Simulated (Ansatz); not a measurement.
Saddle point of SiN₂H₈, singlet (SiNH₅ ([NH2][SiH3]) + NH₃ → SiN₂H₆ ([NH2][SiH2][NH2]) + H₂; bonds formed: Si1–N7, H2–H6; bonds broken: Si1–H2, H6–N7), PBE0-D4/def2-TZVP structure:

| atom | x (Å) | y (Å) | z (Å) |
| --- | --- | --- | --- |
| Si1 | -0.5136 | -0.3220 | 0.1569 |
| H2 | -0.2149 | 1.4960 | 0.5180 |
| H3 | -0.5972 | -1.7498 | -0.3345 |
| H4 | -1.9482 | 0.0578 | 0.2239 |
| N5 | 0.5929 | -0.5795 | 1.4265 |
| H6 | 0.0810 | 1.3586 | -0.5889 |
| N7 | 0.1827 | 0.4619 | -1.3917 |
| H8 | 0.8014 | -1.5122 | 1.7440 |
| H9 | 0.8471 | 0.1464 | 2.0735 |
| H10 | -0.3748 | 0.4336 | -2.2380 |
| H11 | 1.1436 | 0.2091 | -1.5895 |

Energies are electronic, without zero-point energy. Barriers and step energies count from the start structure reached by relaxing down the imaginary mode; all methods use the PBE0-D4 structures, on which another method's saddle can fall below an end. Ansatz 0.2.0; basis: def2-TZVPP, with def2-QZVPP for the basis limit; cores frozen in the correlated methods. B3LYP uses VWN-RPA correlation. Extrapolation: Hartree–Fock as exp(−7.88 √X), correlation as X^−2.97.

| method | barrier (kJ/mol) | step energy (kJ/mol) |
| --- | --- | --- |
| SPW92 | 95.7 | -30.3 |
| PBE-D4 | ? | -31.4 |
| BLYP-D4 | 147.5 | -36.6 |
| r2SCAN-D4 | 138.0 | -37.7 |
| B97M-V | 144.2 | -33.2 |
| PBE0-D4 | 140.9 | -31.6 |
| B3LYP-D4 | 155.6 | -36.0 |
| r2SCAN0-D4 | 146.5 | -36.5 |
| BHLYP-D4 | 170.9 | -35.5 |
| CAM-B3LYP-D4 | 157.4 | -36.2 |
| wB97X-V | ? | -33.6 |
| wB97M-V | 155.6 | -34.2 |
| B2PLYP | 163.2 | -35.5 |
| PBE-QIDH | 152.9 | -34.2 |
| RPA on PBE | ? | -29.8 |
| HF | 216.5 | -32.5 |
| MP2 | 158.7 | -39.7 |
| CCSD | 172.9 | -32.0 |
| CCSD(T) | 164.5 | -33.1 |

(1) Fill in the withheld barriers. (To be estimated.)

T1 diagnostic: at most 0.011.

Results:

(1) By the calculation: PBE-D4 129.2; RPA on PBE 168.2; wB97X-V 158.9 kJ/mol. Each is the energy of the saddle less that of the start structure, by the same method.

For comparison, the barrier by CCSD(T) at an estimated basis limit (MP2 extrapolated from triple and quadruple zeta, plus CCSD(T) − MP2 in triple zeta) is 161.2 kJ/mol.

Labels in which every atom is bracketed show which atoms are joined, not bond orders.

For scale, one of the runs: CCSD(T)/def2-TZVPP, 216 basis functions, launched by `ansatz run in.yaml --threads 4 --pin off --events-out ev --progress --plain --max-ram 9574MiB`. Time: 44 s of wall clock on 4 CPU threads of an Arm Neoverse V1; the host was shared. Peak host memory: 3.2 GiB.
